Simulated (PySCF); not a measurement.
Dissociation curve of SMILES S. The S1–H3 bond (S1 also carries H; H3 carries nothing else) is pulled apart rigidly from the PBE0/def2-TZVP optimised geometry.

Levels: NEVPT2 = SC-NEVPT2 on CASSCF(2,2)/6-31G, all electrons correlated in PySCF 2.14.0; CASSCF(2,2)/6-31G (PySCF); RKS-LDA (SVWN5)/6-31G* = restricted LDA (SVWN5)/6-31G*, spherical d in PySCF.

Energies are in eV, each relative to the lowest point of its own curve near equilibrium.

| R / Å | NEVPT2 | CASSCF(2,2) | RKS-LDA (SVWN5)/6-31G* |
|---|---|---|---|
| 1.01 | 3.296 | 3.229 | 3.043 |
| 1.08 | 1.883 | 1.833 | 1.680 |
| 1.15 | 0.973 | 0.939 | 0.820 |
| 1.20 | 0.549 | 0.525 | (withheld) |
| 1.26 | 0.226 | 0.213 | 0.150 |
| 1.29 | 0.125 | 0.116 | 0.069 |
| 1.34 | 0.026 | 0.022 | 0.004 |
| 1.37 | (withheld) | 0.000 | 0.000 |
| 1.41 | 0.000 | 0.002 | 0.027 |
| 1.47 | 0.054 | 0.058 | 0.123 |
| 1.54 | 0.177 | 0.181 | 0.295 |
| 1.65 | 0.449 | 0.449 | 0.648 |
| 1.82 | 0.949 | 0.934 | 1.277 |
| 2.00 | 1.475 | 1.440 | 1.951 |
| 2.20 | 1.982 | 1.922 | (withheld) |
| 2.44 | 2.441 | 2.351 | (withheld) |
| 2.65 | 2.711 | 2.598 | (withheld) |
| 2.92 | 2.915 | 2.783 | (withheld) |
| 3.30 | 3.042 | 2.896 | — |
| 3.61 | 3.081 | 2.930 | — |
| 4.03 | 3.099 | 2.947 | — |
| 4.64 | 3.106 | 2.953 | — |

Problem. Fill in the missing entries.

Solution. 
- 1.20, RKS-LDA (SVWN5)/6-31G*: 0.431
- 1.37, NEVPT2: 0.001
- 2.20, RKS-LDA (SVWN5)/6-31G*: 2.642
- 2.44, RKS-LDA (SVWN5)/6-31G*: 3.357
- 2.65, RKS-LDA (SVWN5)/6-31G*: 3.876
- 2.92, RKS-LDA (SVWN5)/6-31G*: 4.406

A dash means that the run gave no value there, or that the column was ended at a point which the program doubted or which failed a test of continuity chosen for this set; such a test can also cut sound points.

The restricted form behind RKS-LDA (SVWN5)/6-31G* keeps the bonding electrons paired and can't separate into open-shell fragments.
